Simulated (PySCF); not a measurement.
Molecule: `C[PH](C)=S`, C2H7PS.

Numbering as in the mapped SMILES `[CH3:1][PH:2]([CH3:3])=[S:4]` (H(Xn): hydrogen on atom n).

Geometry PBE0-D3(BJ)/def2-SVP throughout; GIAO in PySCF 2.14, gas phase, one conformer, non-relativistic; equivalent atoms averaged; functional PBE0.

For orientation, 6-311+G(2d,p) gives these shifts δ (against TMS, H3PO4, CS2 at the same level): C1/C3 23.0, P2 -19.1, S4 -221.1, H(P2) 7.48, H(C1)/H(C3) 1.47 ppm.

A run gave: C1/C3 22.8, P2 -15.9, S4 -234.0, H(P2) 7.49, H(C1)/H(C3) 1.46 ppm (shifts δ (against TMS, H3PO4, CS2 at the same level)).

Which basis set was used in that run?
A. def2-SVP
B. STO-3G
C. 6-31G
D. def2-TZVP

## Answers

D. H(P2) tells them apart best: def2-TZVP gives 7.49, def2-SVP gives 7.04, 6-31G gives 5.77, STO-3G gives 2.78 ppm.
